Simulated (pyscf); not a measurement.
## Elimination: H₂Ga–SeH → HGa=Se + H₂

Gas phase, singlet surface, charge 0. Bonds broken: Se1–H3, Ga2–H4. Bonds formed: H3–H4. PySCF, gas phase, ωB97X-D3(BJ)/def2-SVP geometries.

Transition state (Å):

```xyz
5

Se     0.5920    -0.9696     0.0689
Ga    -1.3285    -0.0958     0.7387
H     -1.0119    -0.8589    -0.8830
H     -2.0184    -0.5372    -0.8649
H     -2.3660     0.5992     1.6470
```

One imaginary mode, 1600i cm⁻¹; descent along it reached the two sides named.

| bond | change | reactant side (Å) | saddle | product side |
|---|---|---|---|---|
| Se1–H3 | breaks | 1.466 | 1.868 | 3.7 |
| Ga2–H4 | breaks | 1.559 | 1.801 | 3.1 |
| H3–H4 | forms | 3.2 | 1.057 | 0.761 |

Electronic energies relative to the reactant's lowest minimum found (kcal/mol):

| level | barrier | reaction energy | reverse barrier |
|---|---|---|---|
| ωB97X-D3(BJ)/def2-TZVP | 48.9 | +17.6 | 31.3 |
| PBE/def2-TZVP | 37.9 | +12.7 | 25.2 |
| r²SCAN/def2-TZVP | 40.9 | +14.8 | 26.2 |
| B3LYP-D3(BJ)/def2-TZVP | 44.0 | +13.4 | 30.7 |
| PBE0-D3(BJ)/def2-TZVP | 42.5 | +16.6 | 25.9 |
| M06-2X/def2-TZVP | 43.8 | +13.1 | 30.6 |
| ωB97M-D3(BJ)/def2-TZVP | 47.6 | +16.8 | 30.8 |
| HF/def2-TZVP | 59.1 | +17.8 | 41.3 |

With ωB97M-D3(BJ)/def2-TZVP energies and thermal terms (ideal gas, 1 atm, RRHO with modes under 100 cm⁻¹ raised to 100, one conformer, R ln 2 for chiral ones without a mode under 150 cm⁻¹), in kcal/mol:

```csv
T (K),ΔH‡,ΔG‡,ΔH,ΔG
298,45.4,45.9,+15.5,+8.9
600,44.8,46.6,+16.0,+1.9
900,44.4,47.6,+15.9,-5.2
1200,44.0,48.7,+15.4,-12.1
```

At the saddle there is also a short Ga–H contact that neither side keeps. HGa=Se lies 6.8 kcal/mol over its isomer Ga–SeH [singlet] (electronic energy, ωB97M-D3(BJ)/def2-TZVP). This is the saddle that the search found; another between the same sides may lie lower. Elements up to Kr have no core potential and no relativistic terms here.
